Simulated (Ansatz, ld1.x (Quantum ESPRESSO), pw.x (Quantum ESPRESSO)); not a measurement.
# pw.x on fcc Al: one setting changed

Potential: norm-conserving Troullier–Martins (Kleinman–Bylander form), ld1.x (Quantum ESPRESSO) 7.5, LDA (PW92); core [Ne], reference 3s2 3p1; waves: 3s (bound): rc 2.15 bohr; 3d channel at -0.1 Ry: rc 2.90 bohr; 3p (bound): rc 2.70 bohr; local part: the p channel; core correction: Bessel-smoothed model core inside 1.50 bohr.

The reference run (k-mesh 14³, cutoffs 50/200 Ry, Fermi–Dirac 0.01 Ry, mixing_beta 0.4, conv_thr 1e-9, no spin) gives -0.70 GPa at 15.842 Å³/atom, where all-electron LAPW gives -0.23 GPa. This run, with its own iteration cap, changes k-mesh shift to 1.

```
&control
  calculation='scf', prefix='x', pseudo_dir='./', outdir='./tmp', tstress=.true., disk_io='none'
/
&system
  ibrav=0, nat=1, ntyp=1, ecutwfc=50, ecutrho=200, nbnd=8,
  occupations='smearing', smearing='fd', degauss=0.01
/
&electrons
  conv_thr=1e-09, mixing_beta=0.4, electron_maxstep=50
/
ATOMIC_SPECIES
Al 1.0 Al.UPF
CELL_PARAMETERS angstrom
  0.00000000 1.99339488 1.99339488
  1.99339488 0.00000000 1.99339488
  1.99339488 1.99339488 0.00000000
ATOMIC_POSITIONS crystal
Al 0.0000 0.0000 0.0000
K_POINTS automatic
14 14 14 1 1 1
```

```bash
pw.x < Al.scf.in > Al.scf.out
```

Problem. How does the run end?

Solution. It converges in 6 iterations; the free energy moves by -4.3 meV/atom and the pressure by +0.13 GPa.

```
Message from routine setup:
     using ibrav=0 with symmetry is DISCOURAGED, use correct ibrav instead
     lattice parameter (alat)  =       5.3273  a.u.
     unit-cell volume          =     106.9071 (a.u.)^3
     number of electrons       =         3.00
     number of Kohn-Sham states=            8
     kinetic-energy cutoff     =      50.0000  Ry
     charge density cutoff     =     200.0000  Ry
     scf convergence threshold =      1.0E-09
     Exchange-correlation= PW
     number of k points=   280  Fermi-Dirac smearing, width (Ry)=  0.0100
     iteration #  1     ecut=    50.00 Ry     beta= 0.40
     total energy              =      -6.88755470 Ry
     estimated scf accuracy    <       0.00607096 Ry
     iteration #  2     ecut=    50.00 Ry     beta= 0.40
     total energy              =      -6.88665726 Ry
     estimated scf accuracy    <       0.00195818 Ry
     iteration #  3     ecut=    50.00 Ry     beta= 0.40
     total energy              =      -6.88673212 Ry
     estimated scf accuracy    <       0.00000328 Ry
     iteration #  4     ecut=    50.00 Ry     beta= 0.40
     total energy              =      -6.88673350 Ry
     estimated scf accuracy    <       0.00000003 Ry
     iteration #  5     ecut=    50.00 Ry     beta= 0.40
     total energy              =      -6.88673350 Ry
     estimated scf accuracy    <          7.3E-09 Ry
     iteration #  6     ecut=    50.00 Ry     beta= 0.40
     the Fermi energy is     8.1412 ev
!    total energy              =      -6.88673350 Ry
     estimated scf accuracy    <          1.3E-10 Ry
     smearing contrib. (-TS)   =      -0.00187436 Ry
     The total energy is F=E-TS. E is the sum of the following terms:
     one-electron contribution =       3.04175692 Ry
     hartree contribution      =       0.00755458 Ry
     xc contribution           =      -4.45712214 Ry
     ewald contribution        =      -5.47704851 Ry
     convergence has been achieved in   6 iterations
          total   stress  (Ry/bohr**3)                   (kbar)     P=       -5.70
     Message from routine punch:
     Nothing written, as per user request (disk_io='none')
```

The run took about 15 s on one core of a shared host (Intel(R) Xeon(R) Platinum 8375C CPU @ 2.90GHz, 96 threads, 744 GiB, load 46).
